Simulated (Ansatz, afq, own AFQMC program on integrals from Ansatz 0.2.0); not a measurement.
Integrals from Ansatz 0.2.0, then the random walk in our own AFQMC program (afq).

```yaml
crystal:
  periodic: [false, false, false]
  atoms:
    - {symbol: C, position_ang: [0.000000, 0.000000, 0.552818]}
    - {symbol: C, position_ang: [0.000000, 0.000000, -0.737775]}
    - {symbol: H, position_ang: [0.000000, -0.939613, 1.101979]}
    - {symbol: H, position_ang: [0.000000, 0.939613, 1.101979]}
basis:
  gaussian: {orbitals: cc-pVDZ}
magnetization: {spin_polarized: true, initial_magnetization: 0}
correlation: {method: ccsd_t, electrons: outside_noble_gas, hamiltonian_folder: ham}
```

```sh
$ ansatz run in.yaml --threads 1 --pin off --events-out ev --progress --plain --max-ram 1382MiB
```

Options of the walk:

```
--method phaseless --trial hf --walkers 140 --populations 1 --least-time 40 --time-step 0.005 --steps-per-block 20 --equilibration-blocks 112 --max-blocks 600 --target-error 0.00114 --factor-cut 1e-05 --start spin_pure --seed 518 --taylor-order 6
```

Times are imaginary, in 1/Eh. The walk had a cap of 536 s.

Log:

```
orbitals 36  electrons 5 5  factors 288 of 350
reference energy -76.77333117 Eh
CCSD correlation -0.26053938 Eh in 10 cycles, weight of the determinant in the CISD state 0.8800
energy of the start -76.773331 Eh
 block  time / (1/Eh)  mean weight  energy / Eh
     1     0.100  1.0011  -76.831421
     2     0.200  1.0002  -76.873356
     3     0.300  1.0025  -76.896754
     4     0.400  1.0015  -76.922674
     5     0.500  1.0013  -76.946336
     7     0.700  1.0007  -76.976159
     9     0.900  1.0011  -76.993379
    18     1.800  0.9998  -77.000981
    52     5.200  0.9999  -77.040923
    86     8.600  1.0009  -77.042685
   120    12.000  0.9986  -77.040357
   154    15.400  1.0004  -77.036156
   188    18.800  0.9990  -77.038075
   222    22.200  0.9994  -77.021600
   256    25.600  1.0015  -77.030035
   273    27.300  1.0017  -77.093903
   290    29.000  1.0014  -77.056224
   324    32.400  1.0004  -77.049661
   358    35.800  1.0016  -77.069621
   392    39.200  1.0016  -77.053697
   426    42.600  0.9984  -77.030311
   460    46.000  1.0004  -77.065859
   494    49.400  1.0011  -77.021302
   511    51.100  0.9973  -77.011788
   528    52.800  0.9984  -77.060199
   562    56.200  0.9967  -77.054468
   596    59.600  0.9987  -77.078411
   630    63.000  0.9979  -77.059437
   664    66.400  0.9994  -77.046929
   698    69.800  1.0002  -77.060278
blocks merged  error / Eh  count
     1  0.000864  600
     2  0.001156  300
     4  0.001496  150
     8  0.001840  75
    16  0.002072  37
    32  0.001944  18
    64  0.002426  9
energy -77.048055 +/- 0.002072 Eh
(rows thinned)
```

The run passed its tests (sampling time, drift between the halves within three errors, error under three times the target), which doesn't prove that it has relaxed.

Against this walk (error 56.4 meV) on the same determinant: CCSD(T) 131.1 meV higher, CCSDT(Q) 88.8 meV higher (within the noise), a separate phaseless walk with a CISD trial and standard settings 100.3 ± 58.2 meV higher (within the noise). The error is statistical and leaves out the bias of the constraint.

Cautions: constraint bias not in the error; error above the target (56.4 against 31.0 meV); an unrestricted solution with more broken spin lies lower (17 meV, ⟨S²⟩ 0.15), while this determinant keeps restricted orbitals.

The walk took 4.1 min on 1 thread of Arm Neoverse V2, on a shared host. The log's last line is the phaseless energy.

CCSDT and higher add their correlation energy to the determinant of the CCSD(T) run, since their own runs factorise the integrals more tightly (a shift of under 2 meV). A walk keeps the symmetry of its determinant, which the program's search chose and which needn't be the lowest solution, so a lower state of the same spin and another symmetry isn't excluded.
